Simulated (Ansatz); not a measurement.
Cohesive energy (eV/atom) along a series of related solids, from revPBE (Ansatz, a quantum-chemistry and plane-wave program, plane waves, PAW); PBEsol-D3(BJ) in Ansatz (plane waves, PAW); r²SCAN (plane waves, PAW; Ansatz).

| solid | revPBE | PBEsol-D3(BJ) | r²SCAN | measured |
|---|---|---|---|---|
| hcp Zr | 5.73 | 7.40 | 5.68 | 6.32 |
| bcc Mo | 5.73 | 7.85 | 5.63 | 6.84 |
| fcc Rh | 5.12 | 7.31 | 5.44 | 5.78 |
| fcc Pd | 3.20 | 5.08 | 4.09 | 3.93 |
| fcc Ag | 2.09 | 3.66 | 2.87 | 2.97 |

r²SCAN less measured, from the printed values: hcp Zr -0.64 eV/atom, bcc Mo -1.21 eV/atom, fcc Rh -0.34 eV/atom, fcc Pd +0.16 eV/atom, fcc Ag -0.10 eV/atom.

A member of the series is missing where a level wasn't run or failed, where a doubt is noted on the run or the magnetic state, for phases of high temperature or layered ones, and where values are held back for tests.

Ansatz's runs of these crystals have no spin polarisation. Meta-GGAs and exact exchange favour moments, which can bear on fcc Rh, fcc Pd.

Free atoms are spin-polarised, in the lowest state found; at levels without +SOC their spin–orbit coupling is left out. Each level is taken at its own relaxed cell. Ansatz's density-functional and Hartree–Fock values are scalar-relativistic unless marked +SOC, with PAW data made under PBE.

Measured values are for low temperature or corrected to a static lattice. References as tabulated in Jana et al. (2018), arXiv:1807.00350; Mejia-Rodriguez and Trickey (2018), arXiv:1807.09216; Csonka et al. (2009), arXiv:0903.4037.
